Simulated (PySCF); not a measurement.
A database entry of computed molecular properties. Lists by class give the value and the number of equivalent atoms.

```json
{
 "name": "2-methylpentane",
 "formula": "C6H14",
 "smiles": "CCCC(C)C",
 "inchi": "InChI=1S/C6H14/c1-4-5-6(2)3/h6H,4-5H2,1-3H3",
 "charge": 0,
 "multiplicity": 1,
 "geometry_level": "GFN2-xTB",
 "atoms_angstrom": [
  ["C", 2.75, -0.558, -0.133],
  ["C", 1.369, -0.569, 0.511],
  ["C", 0.379, 0.297, -0.266],
  ["C", -0.989, 0.435, 0.411],
  ["C", -1.849, 1.437, -0.358],
  ["C", -1.717, -0.904, 0.503],
  ["H", 2.697, -0.936, -1.152],
  ["H", 3.439, -1.184, 0.429],
  ["H", 3.151, 0.452, -0.164],
  ["H", 1.444, -0.197, 1.536],
  ["H", 1.007, -1.597, 0.554],
  ["H", 0.242, -0.122, -1.266],
  ["H", 0.81, 1.294, -0.384],
  ["H", -0.834, 0.818, 1.427],
  ["H", -2.815, 1.566, 0.125],
  ["H", -1.36, 2.408, -0.409],
  ["H", -2.018, 1.087, -1.374],
  ["H", -1.181, -1.601, 1.142],
  ["H", -2.713, -0.765, 0.917],
  ["H", -1.817, -1.348, -0.486]
 ],
 "electronic_structure_code": "PySCF",
 "results": {
  "GFN2-xTB geometry": {
   "point_group": "C1",
   "rotational_constants_GHz": [6.697, 1.734, 1.492]
  },
  "PBE0/def2-SVPD ground state and vertical TDDFT (core frozen in the response)": {
   "dipole_D": 0.13,
   "homo_eV": -8.65,
   "lumo_eV": 0.82,
   "S1_eV": 8.36,
   "strongest_line_of_8_singlets_eV": 8.36,
   "T1_tda_eV": 8.23,
   "polarisability_au": 75.1,
   "r2_bohr2_about_centre_of_nuclear_charge": 890.2,
   "singlets_eV_and_f": [
    [8.36, 0.031],
    [8.59, 0.03],
    [8.7, 0.003],
    [8.85, 0.002],
    [8.97, 0.009],
    [9.0, 0.004],
    [9.08, 0.018],
    [9.12, 0.003]
   ],
   "triplets_tda_eV": [8.23, 8.37, 8.43]
  },
  "PBE0/pcSseg-1 ground state and GIAO shieldings, non-relativistic": {
   "shift_vs_computed_TMS_C_by_class_ppm": [
    [46.0, 1],
    [33.4, 1],
    [26.2, 1],
    [25.1, 2],
    [17.5, 1]
   ],
   "shift_vs_computed_TMS_H_by_class_ppm": [
    [1.35, 1],
    [1.32, 2],
    [1.06, 2],
    [1.04, 3],
    [0.95, 6]
   ],
   "charges_hirshfeld_e_by_atom": [-0.12, -0.07, -0.07, -0.02, -0.12, -0.12, 0.04, 0.04, 0.04, 0.03, 0.03, 0.03, 0.03, 0.03, 0.04, 0.04, 0.04, 0.04, 0.04, 0.04]
  }
 }
}
```

No computed singlet falls in the visible range (750 to 380 nm, 1.65 to 3.26 eV); S1 lies 5.10 eV above its blue end. The polarisability is 11.13 Å³ as a volume (1 au = 0.148185 Å³), or 1.50 au for each of the 50 electrons. The principal polarisabilities are 66.4, 73.1 and 85.9 au; their mean is the isotropic value.

Isolated species at its GFN2-xTB geometry (one conformer only). NMR classes are plain means over equivalent atoms (diastereotopic ones count apart unless rotation or inversion swaps them), as if these changed places fast; in this geometry the members of some classes differ.

The values belong to the conformer `[CH3:1][CH2:2][CH2:3][CH:4]([CH3:5])[CH3:6]`: C1–C2–C3–C4 -174°, C2–C3–C4–C5 174°.
